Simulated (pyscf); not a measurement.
Structures and frequencies: ωB97X-D3(BJ)/def2-SVP in PySCF. Correlated levels are frozen-core, on RHF or UHF. ΔMP2 is the change of the MP2 total energy from the triple- to the quadruple-zeta basis.

Estimate by transition-state theory the rate constant of HCl (SMILES Cl) + H₂N–Si:–Cl (SMILES N[Si]Cl) [singlet] → Cl–Si:–Cl (SMILES Cl[Si]Cl) [singlet] + NH₃ (SMILES N) (singlet surface; Cl–H, N–Si broken, Cl–Si, H–N formed) at 600 K, with CCSD(T)/def2-TZVPP + ΔMP2(QZVPP) energies (ideal gas, 1 atm, RRHO with modes under 100 cm⁻¹ raised to 100, one conformer, R ln 2 for chiral ones without a mode under 150 cm⁻¹; no tunnelling).

The electronic barrier is 7.3 kcal/mol and the thermal terms add +19.9, so ΔG‡ = 27.2 kcal/mol. With k_BT/h = 1.25e+13 s⁻¹ and RT = 1.192 kcal/mol, and a volume of 8.18e-20 cm³ per molecule at 1 atm, k = 1.3e-16 cm³ molecule⁻¹ s⁻¹. Wigner's tunnelling factor for 589i cm⁻¹ would be 1.08. A shift of 1 kcal/mol in the barrier changes k by a factor 2.3. On the product side the descent ends in an adduct with a N–Si contact, 26.0 kcal/mol under the separated species and 33.8 kcal/mol under the saddle at ωB97X-D3(BJ)/def2-TZVP. What is counted as broken (N–Si) persists as a longer contact in the product adduct; parting that adduct is a step of its own. At ωB97X-D3(BJ)/def2-TZVP the barrier from the zero used here is 3.4 kcal/mol. This is the saddle that the search found; another between the same sides may lie lower. The CCSD(T) − MP2 part came from Ansatz, without density fitting, on the same reference.
